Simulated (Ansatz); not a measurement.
A geometry relaxed with CAM-B3LYP-D3(BJ)/def2-TZVP (Ansatz, a quantum-chemistry and plane-wave program), charge 0, multiplicity 1:

```xyz
4

B      0.0000     0.0000    -0.0004
Cl    -0.8842    -1.4962    -0.0002
Cl     1.7379    -0.0176     0.0004
Cl    -0.8537     1.5139     0.0002
```

Task: Write the SMILES of this molecule.

Result: `ClB(Cl)Cl`
